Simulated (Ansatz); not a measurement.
A nudged elastic band was laid between two geometries of BFH$_{2}$N (5 atoms, charge 0, multiplicity 2).

Theory: UKS PBE0-D4/def2-SVP (Ansatz).

* movable images: 7
* climbing image: yes
* spring: 5.0 eV/Å²
* optimiser: quadratic models (default)
* start path: through a guess of the saddle point
* force threshold: 0.05 eV/Å
* iteration limit: 60
* end points: relaxed

Initial state:

```xyz
5
Properties=species:S:1:pos:R:3
N -0.856 0.393 -0.244
B 0.446 -0.001 0.074
F 1.417 -0.042 -0.831
H -1.720 -0.141 -0.241
H 0.713 -0.209 1.243
```

Final state:

```xyz
5
Properties=species:S:1:pos:R:3
N -0.469 -0.011 0.243
B 0.375 0.065 -0.855
F 1.694 0.028 -0.743
H -1.476 0.017 0.160
H -0.124 -0.100 1.195
```

Question: Which bonds break or form, and what moves?

Answer: Bonds broken: B2–H5. Bonds formed: N1–H5.

Question: What energy profile does the band end with?

Answer: The run converged. The highest image is number 2 of 0 to 8, 1.45 eV above the first end and 2.08 eV above the last; the last end lies 0.62 eV below the first. The profile has 3 maxima (images 2, 5, 7) with wells between them (images 3, 6): this band takes more than one step, which may be the mechanism or a detour left from its start path. Neighbouring images differ by up to 1.8 eV, so the band resolves the path poorly. A vibrational analysis at the climbing image gives one clearly imaginary mode, 1597i cm⁻¹: a first-order saddle point.

```
image  path coordinate (Å)  energy (eV)  B2–H5 (Å)  N1–H5 (Å)
    0                 0.00         0.00       1.22       2.24
    1                 0.57         0.26       1.23       1.95
    2                 1.14         1.45       1.33       1.37
    3                 1.83        -0.32       1.93       1.02
    4                 2.52        -0.20       2.22       1.01
    5                 3.21        -0.19       2.01       1.01
    6                 3.90        -0.31       2.06       1.01
    7                 4.58         0.03       2.24       1.02
    8                 5.27        -0.62       2.12       1.02
```

Question: What is the geometry of the highest image?

Answer: 
```xyz
5
Properties=species:S:1:pos:R:3
N -0.687 0.387 -0.116
B 0.540 -0.237 -0.198
F 1.640 0.064 -0.849
H -1.484 -0.185 0.164
H -0.009 -0.029 0.999
```

The band took 28 iterations and roughly 5 core-minutes.

Run time: 5.3 min on 1 thread of Arm Neoverse V1, on a shared host, peak memory 0.12 GiB.
